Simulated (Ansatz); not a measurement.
# C2H4N− (SMILES [CH-]=NC): single points off equilibrium

One table from this session's results is given with a row withheld; the runs are named, their logs left out.

Computed with Ansatz 0.2.0, Gaussian basis. Level: single points in def2-TZVPPD.

Correlated methods freeze the cores.

## Starting geometry

SMILES `[CH-]=NC`, 7 atoms, charge -1, spin multiplicity 1.

Atoms are counted from 1 here; the program's logs count them from 0.

Bond lengths: C1–N2 1.336 Å, C1–H4 1.157 Å, N2–C3 1.433 Å, C3–H5 1.119 Å, C3–H6 1.096 Å, C3–H7 1.086 Å. Angles: N2–C1–H4 102.8°, C1–N2–C3 113.7°, N2–C3–H5 114.8°, N2–C3–H6 107.4°, N2–C3–H7 114.0°, H5–C3–H6 105.2°, H5–C3–H7 104.8°, H6–C3–H7 110.3°.

Geometry (Å):

```xyz
7
C2H4N
C    -1.11620   -0.63180   -0.82700
N    -0.69970    0.06500    0.23390
C     0.71770    0.27430    0.26580
H    -2.26400   -0.65860   -0.68230
H     1.32880   -0.65880    0.35330
H     0.94280    0.85090    1.17060
H     1.10950    0.78140   -0.61080
```

Set-up of the first run:

Input file run/in.yaml:

```yaml
crystal:
  periodic: [false, false, false]
  atoms:
    - {symbol: C, position_ang: [-1.116200, -0.631800, -0.827000]}
    - {symbol: N, position_ang: [-0.699700, 0.065000, 0.233900]}
    - {symbol: C, position_ang: [0.717700, 0.274300, 0.265800]}
    - {symbol: H, position_ang: [-2.264000, -0.658600, -0.682300]}
    - {symbol: H, position_ang: [1.328800, -0.658800, 0.353300]}
    - {symbol: H, position_ang: [0.942800, 0.850900, 1.170600]}
    - {symbol: H, position_ang: [1.109500, 0.781400, -0.610800]}
basis:
  gaussian: {orbitals: "def2-TZVPPD.json"}
total_charge: -1
correlation: {method: ccsd_t}
output: {forces: true}
```

The basis file named in the input lies beside it (Basis Set Exchange, JSON).

The command line of these runs was not kept.

Among the steps run: CCSD(T)/def2-TZVPPD; PBE0-D4/def2-TZVPPD; wB97M-V/def2-TZVPPD; r2SCAN-D4/def2-TZVPPD; PBE-D4/def2-TZVPPD; wB97X-V/def2-TZVPPD; revPBE-D4/def2-TZVPPD.

One of the session's tables, all rows but one given; the rest of the session is left out.

```
   method  RMS force component (eV/Å)  angle to CCSD(T) forces (°)
  CCSD(T)                       0.721                    reference
  PBE0-D4                       0.891                         19.0
  wB97M-V                       0.902                         14.2
r2SCAN-D4                       0.826                         13.9
   PBE-D4                           ?                            ?
  wB97X-V                       0.866                         12.9
revPBE-D4                       0.741                         13.7
```

**Question.** Estimate the row for PBE-D4.

The run gave: RMS force component (eV/Å): 0.780; angle to CCSD(T) forces (°): 15.2. In the column «RMS force component (eV/Å)» it lies between revPBE-D4 (0.741) and r2SCAN-D4 (0.826).

Caveats from the session: The anion's highest level is positive in at least one run, so there the basis alone may hold the extra electron.
